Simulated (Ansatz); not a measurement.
## CS: a composite energy at a relaxed geometry

Program: Ansatz's Python interface.

`composite_cs.py`
```python
# -*- coding: utf-8 -*-
"""A composite energy for CS: DFT geometry, MP2 basis limit, coupled-cluster correction."""

import ansatz as az
from ase import Atoms
import numpy as np

atoms = Atoms(["C", "S"], positions=[
    [0.0, 0.0, 0.0],
    [0.0, 0.0, 1.695],
])
cs = az.Crystal.molecule_from_ase(atoms)

job = cs.calculation()
job = job.basis(gaussian="def2-SVP").functional("r2scan")
symbols = [site.symbol for site in cs.cartesian_sites]
start = np.array([site.position_ang for site in cs.cartesian_sites], dtype=float)
report = job.relax(force_tolerance=0.01).run(threads=1, backend="cpu").report
end = np.array(report["positions_ang"])
print("final positions (A) and the move of each atom")
for symbol, xyz, old in zip(symbols, end, start):
    print(f"{symbol:2s} {xyz[0]:10.5f} {xyz[1]:10.5f} {xyz[2]:10.5f}   {np.linalg.norm(xyz - old):7.4f}")

minimum = az.Crystal.molecule()
for symbol, place in zip(symbols, end):
    minimum = minimum.atom(symbol, place.tolist())
at_minimum = minimum.calculation()
# MP2 extrapolated to the basis limit, plus the small-basis difference CCSD(T) - MP2
level = lambda method, basis: at_minimum.basis(gaussian=basis).correlation(method).run(threads=1, backend="cpu").report
small, large, cluster = level("mp2", "cc-pVDZ"), level("mp2", "cc-pVTZ"), level("ccsd_t", "cc-pVDZ")
corr = lambda each: (each["free_energy_ev"] - each["reference_energy_ev"]) / 27.211386246
mp2_limit = (27 * corr(large) - 8 * corr(small)) / 19
pieces = {"HF / cc-pVTZ": large["reference_energy_ev"] / 27.211386246, "MP2 correlation, DZ-TZ limit": mp2_limit, "CCSD(T) - MP2 / cc-pVDZ": corr(cluster) - corr(small)}
for name, value in pieces.items():
    print(f"{name:32s} {value:14.6f} Ha")
print(f"{'sum':32s} {sum(pieces.values()):14.6f} Ha")
print("T1 diagnostic", round(cluster["correlation"]["coupled_cluster"]["t1_diagnostic"], 4))
```

Output of `python composite_cs.py`:
```text
final positions (A) and the move of each atom
C    -0.00000   -0.00000    0.07616    0.0762
S     0.00000    0.00000    1.61884    0.0762
HF / cc-pVTZ                        -435.352283 Ha
MP2 correlation, DZ-TZ limit          -0.328298 Ha
CCSD(T) - MP2 / cc-pVDZ               -0.031427 Ha
sum                                 -435.712009 Ha
T1 diagnostic 0.0259
```

What to keep in mind:
- Total energies depend on the basis set; only differences at equal settings carry meaning.
- The sum leaves out core correlation, relativity, the Hartree-Fock basis error and zero-point energy; a DZ-TZ extrapolation is rough.
- Inner cores stay frozen, so this is valence correlation.
- For Al to Cl the sets with a tight d function, cc-pV(X+d)Z, are usual.
- The spin state was assumed, and another may lie lower.
- An extrapolation from small basis sets is rough.
- Wall time of the script: 5.5 s on 1 thread of Arm Neoverse V1 (shared host), peak memory 0.16 GiB.
